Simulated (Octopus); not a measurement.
**BCl2 (SMILES Cl[B]Cl) at USVWN5 (scalar, in the pseudopotentials, sg15 potentials, pseudopotentials sg15, grid spacing 0.17 angstrom)**

What is the vertical ionisation energy of BCl2 at USVWN5 (scalar, in the pseudopotentials, sg15 potentials, pseudopotentials sg15, grid spacing 0.17 angstrom)? 

The calculation is run with Octopus 16.4.

8 further runs of the same task are left out: 4 that didn't finish, 4 set aside as unsound or not needed.

### Step 1. The system as given

BCl2: 3 atoms, total charge 0, spin state doublet. As SMILES, `Cl[B]Cl`. Geometry: relaxed at PBE0-D4/def2-TZVP.

Bond lengths: Cl1–B2 1.720 Å, B2–Cl3 1.720 Å. Angles: Cl1–B2–Cl3 125.4°.

### Step 2. Energy and forces at USVWN5 (scalar, in the pseudopotentials, sg15 potentials, pseudopotentials sg15, grid spacing 0.17 angstrom)

The input, geometry.xyz:

```xyz
3

Cl     0.375133    -1.504000     0.034400
B     -0.460267    -0.028700    -0.252500
Cl     0.085133     1.532700     0.218100
```

Launch:

```sh
OMP_NUM_THREADS=1 octopus > gs.log
```

The log of the run:

```text
Version                : 16.4
[... 107 lines left out ...]
** Warning:
[... 33 lines left out ...]
Converged eigenvectors: 0
#  State  Spin  Eigenvalue [eV]  Occupation    Error
[... 16 lines left out ...]
Converged eigenvectors: 0
#  State  Spin  Eigenvalue [eV]  Occupation    Error
[... 80 lines left out ...]
Converged eigenvectors: 0
#  State  Spin  Eigenvalue [eV]  Occupation    Error
[... 16 lines left out ...]
Converged eigenvectors: 0
#  State  Spin  Eigenvalue [eV]  Occupation    Error
[... 13 lines left out ...]
Info: SCF converged in   25 iterations
[... 1 line left out ...]
**   Some of the states are not fully converged!
[... 1 line left out ...]
Octopus emitted 4 warnings.
```

Run time: 57 s. Hardware: 1 thread of Arm Neoverse V2, shared host; peak memory 0.19 GiB.

### Step 3. The singlet cation at the same level

geometry.xyz is that of step 2.

Launch:

```sh
OMP_NUM_THREADS=1 octopus > gs.log
```

The log of the run:

```text
Version                : 16.4
[... 106 lines left out ...]
** Warning:
[... 25 lines left out ...]
Converged eigenvectors: 0
#  State  Eigenvalue [eV]  Occupation    Error
[... 9 lines left out ...]
Converged eigenvectors: 0
#  State  Eigenvalue [eV]  Occupation    Error
[... 85 lines left out ...]
Converged eigenvectors: 0
#  State  Eigenvalue [eV]  Occupation    Error
[... 9 lines left out ...]
Converged eigenvectors: 6
#  State  Eigenvalue [eV]  Occupation    Error
[... 6 lines left out ...]
Info: SCF converged in   29 iterations
[... 1 line left out ...]
**   Some of the states are not fully converged!
[... 1 line left out ...]
Octopus emitted 4 warnings.
```

It took 34 s on 1 thread of Arm Neoverse V2, shared host; peak memory 0.14 GiB.

### Step 4. Results

Level: USVWN5 (scalar, in the pseudopotentials, sg15 potentials, pseudopotentials sg15, grid spacing 0.17 angstrom).

```
                                          quantity         value
                        doublet BCl2: total energy  -32.91781 Eh
                       doublet BCl2: dipole moment        0.42 D
  doublet BCl2: HOMO energy (highest over α and β)      -5.09 eV
            doublet BCl2: largest force on an atom    0.237 eV/Å
                      singlet cation: total energy  -32.60296 Eh
                       singlet cation: HOMO energy     -14.97 eV
          singlet cation: largest force on an atom    4.389 eV/Å
vertical ionisation energy (to the singlet cation)      8.567 eV
```

Removing an electron at fixed nuclei costs 8.57 eV (827 kJ/mol). Only the singlet of the ionised species was computed; a triplet could lie lower.
